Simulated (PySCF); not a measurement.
# Reproducing measurements on thioformaldehyde

**Experimental background.**

From NIST CCCBDB Release 22 (SRD 101), experimental dipoles, for the gas: dipole moment 1.647 ± 0.0014 D.

How close the calculation comes is told at the end.

Compound: thioformaldehyde, CH2S.
Numbering: `[CH2:1]=[S:2]` (hydrogens: H3, H4 on C1)

Geometry (BHandHLYP/def2-TZVP, Å), atoms numbered from 1 in this order:
```
atom  x, y, z in Å
C1    -0.0930    0.0455   -0.0206
S2     1.2856   -0.5985    0.4468
H3    -0.1368    0.9740   -0.5708
H4    -1.0456   -0.4158    0.1946
```

Runs made with PySCF (gas phase, on this BHandHLYP/def2-TZVP geometry; no spin–orbit coupling):

| level | job | basis functions | wall time |
| --- | --- | --- | --- |
| BHandHLYP/def2-TZVP, grid level 1 | geometry optimisation from a GFN2-xTB start | 80 | 3.4 s |

Hardware: an Arm Neoverse V1 with one thread, no GPU, on a shared host.

Results beside the measurements:

**Dipole moment.** Measured: 1.647 D (NIST CCCBDB Release 22 (SRD 101), experimental dipoles).

| level | computed (D) | computed − measured (D) | % (from the printed values) |
| --- | --- | --- | --- |
| BHandHLYP/def2-TZVP | 1.817 | +0.170 | +10 |

The computed dipoles belong to one fixed geometry; measured ones are averaged over vibrations unless marked μe. Magnitudes are compared, not signs.

No measured geometry was used, and the causes of the misses weren't examined.
